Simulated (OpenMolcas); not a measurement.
# C2H4OS (thioacetic acid): HF/ANO-R2 (DKH8, RICD fitting)

What is the vertical ionisation energy of C2H4OS (thioacetic acid) at HF/ANO-R2 (DKH8, RICD fitting)? 

The calculation is run with OpenMolcas 26.06.

### Step 1. The system as given

C2H4OS has 8 atoms, charge 0, and is taken as a singlet. SMILES: `CC(=O)S`. The shape is that of a PBE0-D4/def2-TZVP optimisation. This is one conformer, not always the lowest.

Bond lengths: C1–C2 1.502 Å, C2–O3 1.197 Å, C2–S4 1.790 Å, C1–H5 1.089 Å, C1–H6 1.091 Å, C1–H7 1.093 Å, S4–H8 1.343 Å. Angles: C1–C2–O3 124.3°, C1–C2–S4 112.8°, O3–C2–S4 122.9°, C2–C1–H5 109.1°, C2–C1–H6 111.9°, C2–C1–H7 108.4°, C2–S4–H8 94.2°, H5–C1–H6 110.6°, H5–C1–H7 108.7°, H6–C1–H7 108.0°.

### Step 2. Energy and forces at HF/ANO-R2 (DKH8, RICD fitting)

Input file geom.xyz:

```xyz
8

C      0.009370     1.055190    -0.001860
C      0.278630    -0.411990    -0.177640
O      1.155120    -0.860900    -0.857880
S     -0.880520    -1.440710     0.717560
H      0.927940     1.610960    -0.185020
H     -0.384160     1.280630     0.989940
H     -0.737970     1.359090    -0.739990
H     -0.368420    -2.592290     0.254890
```

Input file job.inp:

```
&GATEWAY
  Coord
  geom.xyz
  Basis
  ANO-R2
  Group
  NoSym
  RICD

&SEWARD
  Relativistic
  R08O02
  Expert

&SCF
  PrOrbitals
  1 1

&ALASKA
```

On the command line:

```
$ export MOLCAS_MEM=1860
$ pymolcas job.inp > job.log
```

The program printed:

```text
--- Start Module: gateway ---
[...]
--- Stop Module: gateway /rc=_RC_ALL_IS_WELL_ ---
[...]
 ###    WARNING:  EXPERT option is ON!                                       ###
 ###############################################################################
               SEWARD will generate:
[...]
      Basis functions          194
[...]
--- Start Module: scf ---
[...]
       Convergence after  13 Iterations
[...]
::    Total SCF energy                               -551.7088506182
[...]
      Total spin, S                                     0.0000000000
[...]
      Total electronic charge=   40.000000
      Total            charge=   -0.000000
[...]
      Dipole Moment (debye):
      Origin of the operator (angstrom)=   -0.0893   -0.6637    0.0972
                   X= -1.4171E+00               Y=  1.2474E+00               Z=  9.8688E-01           Total=  2.1303E+00
      Quadrupole Moment (debye*angstrom):
[...]
--- Stop Module: scf /rc=_RC_ALL_IS_WELL_ ---
[...]
--- Start Module: alaska ---
[...]
 *              Molecular gradients               *
 **************************************************
  Irreducible representation: a
 ------------------------------------------------------------------------------------------
                              X                       Y                       Z
 ------------------------------------------------------------------------------------------
  C1               -1.12116838798570E-03   -9.46051750472687E-03    1.63247094734231E-03
  C2               -1.79087649319705E-02    1.27331703175777E-02    1.40189160793542E-02
  O3                2.47877288793674E-02   -1.19662313819111E-02   -1.94459829877012E-02
  S4               -9.67534982869900E-03    8.90418043177732E-03    8.10173718664231E-03
  H5                5.32844660370113E-03    2.76476895490818E-03   -1.33767652895778E-03
  H6               -2.77631234928988E-03    1.46534550579225E-03    5.38803260890175E-03
  H7               -3.95246120487247E-03    2.07350822632701E-03   -3.86512072604006E-03
  H8                5.31788121948695E-03   -6.51422454999029E-03   -4.49237657943669E-03
[...]
--- Stop Module: alaska /rc=_RC_ALL_IS_WELL_ ---
[...]
```

It took 67 s on 1 thread of Arm Neoverse V1, shared host; peak memory 0.82 GiB.

### Step 3. The doublet cation at the same level

geom.xyz is that of step 2.

Input file job.input:

```
* C2H4OS Hartree-Fock

&GATEWAY
  Coord = geom.xyz
  Basis = ANO-R2
  Group = NoSym
  RICD

&SEWARD
  Relativistic = R08O02
  Expert

&SCF
  UHF
  Charge = 1
  Spin = 2
  PrOrbitals = 1 1

&ALASKA
```

On the command line:

```
$ export MOLCAS_MEM=1860
$ pymolcas job.input > job.log
```

The program printed:

```text
--- Start Module: gateway ---
[...]
--- Stop Module: gateway /rc=_RC_ALL_IS_WELL_ ---
[...]
 ###    WARNING:  EXPERT option is ON!                                       ###
 ###############################################################################
               SEWARD will generate:
[...]
      Basis functions          194
[...]
--- Start Module: scf ---
[...]
       Convergence after  28 Iterations
[...]
::    Total SCF energy                               -551.3733239662
[...]
      Total spin, S                                     0.5895113412
[...]
      Total electronic charge=   39.000000
      Total            charge=    1.000000
[...]
      Dipole Moment (debye):
      Origin of the operator (angstrom)=   -0.0893   -0.6637    0.0972
                   X= -2.7094E+00               Y= -9.9825E-01               Z=  1.9625E+00           Total=  3.4912E+00
      Center of Charge (angstrom)
[...]
--- Stop Module: scf /rc=_RC_ALL_IS_WELL_ ---
[...]
--- Start Module: alaska ---
[...]
 *              Molecular gradients               *
 **************************************************
  Irreducible representation: a
 ------------------------------------------------------------------------------------------
                              X                       Y                       Z
 ------------------------------------------------------------------------------------------
  C1                3.98749082182848E-03   -7.64053114642582E-03   -1.20851757254592E-03
  C2               -2.07465153967092E-02   -3.71279070764023E-02    1.54998392479975E-02
  O3                1.77569626373710E-02    1.60115970121764E-02   -1.41172831204965E-02
  S4               -3.90435219018137E-03    2.07285190811461E-02    3.68644157436826E-03
  H5                5.27589774690496E-03    4.47971581476336E-03   -1.55128148255895E-03
  H6               -3.01838596718396E-03    2.62747777552974E-04    4.46067125528993E-03
  H7               -3.49819265298823E-03    1.20945425395291E-03   -3.32287256152952E-03
  H8                4.14709500093968E-03    2.07640428315159E-03   -3.44699734066634E-03
[...]
--- Stop Module: alaska /rc=_RC_ALL_IS_WELL_ ---
[...]
```

Wall time 2.2 min (1 thread of Arm Neoverse V1, shared host); peak memory 0.82 GiB.

### Step 4. What came out

At HF/ANO-R2 (DKH8, RICD fitting):

| quantity | value |
| --- | --- |
| singlet C2H4OS: total energy | -551.70885 Eh |
| singlet C2H4OS: dipole moment | 2.13 D |
| singlet C2H4OS: HOMO energy | -10.72 eV |
| singlet C2H4OS: LUMO energy | 1.99 eV |
| singlet C2H4OS: HOMO–LUMO gap | 12.71 eV |
| singlet C2H4OS: largest force on an atom | 1.733 eV/Å |
| doublet cation: total energy | -551.37332 Eh |
| doublet cation: HOMO energy (highest over α and β) | -17.99 eV |
| doublet cation: LUMO energy (lowest over α and β) | -7.69 eV |
| doublet cation: ⟨S²⟩ | 0.937 |
| doublet cation: largest force on an atom | 2.328 eV/Å |
| vertical ionisation energy (to the doublet cation) | 9.130 eV |

**Reading.** The vertical ionisation energy comes to 9.13 eV (881 kJ/mol). The largest force (singlet C2H4OS) is 1.73 eV/Å: the shape isn't a stationary point for this species at this level. −ε(HOMO) before ionisation, 10.72 eV, is 1.59 eV above this ionisation energy. ⟨S²⟩ (doublet cation) is 0.94 where a pure doublet has 0.75: the reference is spin-contaminated.
